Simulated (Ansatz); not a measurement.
Relaxation of C2H7Al (10 atoms, charge 0, multiplicity 1), to a largest force component of 0.03 eV/Å in at most 50 steps.

Level of theory: RKS PBE0-D4/6-31G* in Ansatz.

```xyz
10
Properties=species:S:1:pos:R:3:forces:R:3
Al -0.436 0.668 -0.743 -0.05 0.02 -0.07
C 1.616 -0.052 1.568 0.01 -0.04 -0.20
H 0.603 -0.462 1.671 0.03 -0.01 0.04
H 2.292 -0.731 2.098 0.00 0.02 0.02
C 1.708 1.371 2.098 0.05 -0.06 0.03
H 1.477 1.406 3.167 -0.01 0.02 0.02
H 2.715 1.776 1.957 0.02 0.03 0.02
H 1.013 2.051 1.591 -0.02 -0.01 -0.04
H 1.904 -0.101 0.502 -0.02 0.02 0.16
H -1.387 -0.336 0.200 0.00 0.00 0.02
```

Problem. Where does it end, and by what steps?

Solution. The forces met the threshold. The force dipped under the threshold on the way, but the program's further checks kept it going. After 12 steps the energy has fallen by 0.029 eV; H10 moved furthest, 0.94 Å.

```csv
step,energy less start (eV),largest force component (eV/Å),accepted
0,0.0000,0.199,yes
1,-0.0070,0.112,yes
2,-0.0089,0.023,yes
3,-0.0099,0.061,yes
4,-0.0112,0.104,yes
5,-0.0128,0.174,yes
6,-0.0152,0.183,yes
7,-0.0183,0.165,yes
8,-0.0223,0.138,yes
9,-0.0256,0.109,yes
10,-0.0271,0.087,yes
11,-0.0280,0.045,yes
12,-0.0288,0.022,yes
```

```xyz
10
Properties=species:S:1:pos:R:3
Al -0.553 0.703 -0.554
C 1.820 -0.148 1.505
H 0.887 -0.696 1.311
H 2.347 -0.705 2.287
C 1.544 1.282 1.946
H 0.905 1.313 2.833
H 2.473 1.816 2.171
H 1.039 1.865 1.158
H 2.439 -0.182 0.602
H -1.396 0.343 0.849
```

Whether the end is a true minimum wasn't checked by a vibrational analysis.

The run took 31 s on 1 thread of Arm Neoverse V1, with other jobs on the host, peak memory 0.12 GiB.
